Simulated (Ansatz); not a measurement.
Results of PBE-D3(BJ) in Ansatz (plane waves, PAW) for rock-salt RbBr.

Run with plane-wave cutoff 520 eV, 8×8×8 k mesh, Fermi–Dirac smearing 0.01 eV, scalar-relativistic PAW data made under PBE.

The direct gap at Γ against volume; x = 100 ln(V/40.810 Å³). One gap is withheld.

| V (Å³/atom) | x | gap (eV) |
|---|---|---|
| 38.362 | -6.19 | ? |
| 39.178 | -4.08 | 4.435 |
| 39.994 | -2.02 | 4.381 |
| 40.810 | 0.00 | 4.330 |
| 41.626 | 1.98 | 4.280 |
| 42.443 | 3.92 | 4.233 |
| 43.259 | 5.83 | 4.187 |

Question: Fit a straight line to the rows shown, give the volume deformation potential and predict the withheld gap.

Answer: Means of the 6 rows: x̄ = 0.938, ȳ = 4.3077 eV. Σ(x − x̄)(y − ȳ) = -1.7186 and Σ(x − x̄)² = 68.720, so the slope is -0.0250 eV per unit of x, and dE_g/d ln V = -2.5 eV. At x = -6.19: 4.3077 + (-0.0250) × (-6.19 − (0.938)) = 4.486 eV. The run gives 4.491 eV, 0.005 eV above the line.

Measured, for comparison: band gap 7.2 eV (temperature not stated, no zero-point or thermal correction; as tabulated in Aguado et al. (1998), arXiv:cond-mat/9809176).

Spin–orbit coupling is not included.

Ansatz is a quantum-chemistry and plane-wave program.
